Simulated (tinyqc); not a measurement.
Worked calculation: CIS and TDHF on RHF in the sto-3g basis, frozen core, for H2F+, spin multiplicity 1. One step of it, computed by the program tinyqc.

Problem. TDHF (RPA) singlet states. B(ia,jb) = 2 (ia|jb) - (ib|ja); the squared energies are the eigenvalues of (A - B)(A + B); 1 hartree = 27.211386 eV.

CIS matrix A, singlet (hartree), lower triangle:
```
,2>6,2>7,3>6,3>7,4>6,4>7,5>6,5>7
2>6,1.477739
2>7,0.000000,1.570080
3>6,0.000000,0.043533,0.636149
3>7,-0.046150,0.000000,0.000000,0.920368
4>6,0.054920,0.000000,0.000000,-0.123576,0.539930
4>7,0.000000,-0.026095,-0.038064,0.000000,0.000000,0.589773
5>6,0.000000,0.000000,0.000000,0.000000,0.000000,0.000000,0.423059
5>7,0.000000,0.000000,0.000000,0.000000,0.000000,0.000000,0.000000,0.516962
```

Two-electron integrals over orbitals (pq|rs), unique and non-zero (hartree); the lowest 1 orbital is frozen and left out:
```
p,q,r,s,(pq|rs)
2,2,2,2,0.857762
3,2,3,2,0.152319
3,3,2,2,0.740014
3,3,3,3,0.707764
4,2,2,2,-0.006604
4,2,3,3,-0.005646
4,2,4,2,0.165204
4,3,3,2,0.009183
4,3,4,3,0.046772
4,4,2,2,0.823314
4,4,3,3,0.698797
4,4,4,2,-0.081950
4,4,4,4,0.888069
5,2,5,2,0.183811
5,3,5,3,0.036773
5,4,5,2,-0.028831
5,4,5,4,0.052453
5,5,2,2,0.883281
5,5,3,3,0.729694
5,5,4,2,-0.047149
5,5,4,4,0.835904
5,5,5,5,0.997514
6,2,2,2,-0.134421
6,2,3,3,-0.080363
6,2,4,2,-0.043575
6,2,4,4,-0.101469
6,2,5,5,-0.141356
6,2,6,2,0.067409
6,3,3,2,0.028858
6,3,4,3,0.019935
6,3,6,3,0.075689
6,4,2,2,-0.144510
6,4,3,3,-0.081913
6,4,4,2,0.000983
6,4,4,4,-0.150996
6,4,5,5,-0.148124
6,4,6,2,0.058230
6,4,6,4,0.072901
6,5,5,2,-0.050213
6,5,5,4,-0.009246
6,5,6,5,0.023271
6,6,2,2,0.537552
6,6,3,3,0.529886
6,6,4,2,0.061541
6,6,4,4,0.513740
6,6,5,5,0.518014
6,6,6,2,-0.040585
6,6,6,4,-0.021127
6,6,6,6,0.525015
7,2,3,2,0.071680
7,2,4,3,-0.018403
7,2,6,3,-0.023876
7,2,7,2,0.058936
7,3,2,2,0.223085
7,3,3,3,0.165279
7,3,4,2,-0.050236
7,3,4,4,0.210434
7,3,5,5,0.241011
7,3,6,2,-0.068717
7,3,6,4,-0.086429
7,3,6,6,0.012659
7,3,7,3,0.165441
7,4,3,2,-0.048461
7,4,4,3,0.008389
7,4,6,3,-0.043673
7,4,7,2,-0.011096
7,4,7,4,0.045041
7,5,5,3,0.025943
7,5,7,5,0.020517
7,6,3,2,-0.091284
7,6,4,3,-0.049282
7,6,6,3,-0.094114
7,6,7,2,0.001599
7,6,7,4,0.057845
7,6,7,6,0.167506
7,7,2,2,0.601513
7,7,3,3,0.598418
7,7,4,2,0.003904
7,7,4,4,0.581424
7,7,5,5,0.591852
7,7,6,2,-0.042303
7,7,6,4,-0.032376
7,7,6,6,0.520730
7,7,7,3,0.075877
7,7,7,7,0.562835
```

Give: TDHF matrix B, singlet; squared energies w^2; TDHF energies from the positive w^2.

Solution.

TDHF matrix B, singlet (hartree), lower triangle:
```
,2>6,2>7,3>6,3>7,4>6,4>7,5>6,5>7
2>6,0.0674
2>7,0.0000,0.0589
3>6,0.0000,0.0210,0.0757
3>7,-0.1136,0.0000,0.0000,0.1654
4>6,0.0582,0.0000,0.0000,-0.1292,0.0729
4>7,0.0000,-0.0111,-0.0009,0.0000,0.0000,0.0450
5>6,0.0000,0.0000,0.0000,0.0000,0.0000,0.0000,0.0233
5>7,0.0000,0.0000,0.0000,0.0000,0.0000,0.0000,0.0000,0.0205
```

squared energies w^2 (hartree^2): 0.1784  0.2466  0.2668  0.3202  0.4237  0.8395  2.1739  2.4694

TDHF energies from the positive w^2 (eV): 11.4946  13.5131  14.0562  15.3987  17.7134  24.9317  40.1208  42.7607
